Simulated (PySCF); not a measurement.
Bonds (- single, = double, # triple, : aromatic): C1=C2 1.335 Å, C2-C3 1.476 Å, C3=O4 1.186 Å, C3-F5 1.340 Å. C1 carries H6, H7; C2 carries H8. H6 is cis to C3; H7 is trans to C3.

Geometry: PBE0-D3(BJ)/def2-SVP; GIAO shifts from PySCF 2.14, gas phase, non-relativistic, averaged over equivalent atoms.

At PBE0/STO-3G (28 basis functions, 1.4 s wall time on 1 thread of an Intel Xeon Platinum 8488C, shared host):
| atoms | δ (ppm) |
| --- | --- |
| C1 | 113.8 |
| C3 | 112.7 |
| C2 | 108.4 |
| O4 | 404.2 |
| F5 | 98.2 |
| H6 | 6.57 |
| H8 | 6.26 |
| H7 | 5.97 |

Scale: TMS for 13C (234.69 ppm), 1H (32.60 ppm); 17O (341.71 ppm) vs H2O; CFCl3 for 19F (304.40 ppm) (reference shieldings calculated alike).

Task: What do these become at CAM-B3LYP/pcSseg-2?

Result: 
```csv
atoms,δ at CAM-B3LYP/pcSseg-2,change
C1,155.2,+41.4
C3,170.3,+57.6
C2,137.5,+29.1
O4,416.9,+12.7
F5,42.3,-55.9
H6,7.26,+0.69
H8,6.31,+0.05
H7,6.47,+0.50
```

Scale: 13C (182.55 ppm), 1H (31.34 ppm) against TMS; 17O (329.76 ppm) against H2O; 19F (186.01 ppm) against CFCl3 (reference shieldings calculated alike).

The largest change is at C3 (carbonyl carbon). Cost: 222 basis functions, 18 s wall time on 1 thread of an Intel Xeon Platinum 8488C, shared host. The order of the carbon signals changes between the two levels.

Unscaled 19F shifts against computed CFCl3 carry errors that often reach 10 to 50 ppm. Unscaled 17O shifts of doubly bonded oxygen tend to come out too high, by tens of ppm or more. Experimental scales use liquid or dissolved standards, which lie at an offset from isolated H2O (liquid H2O: subtract about 36 ppm).
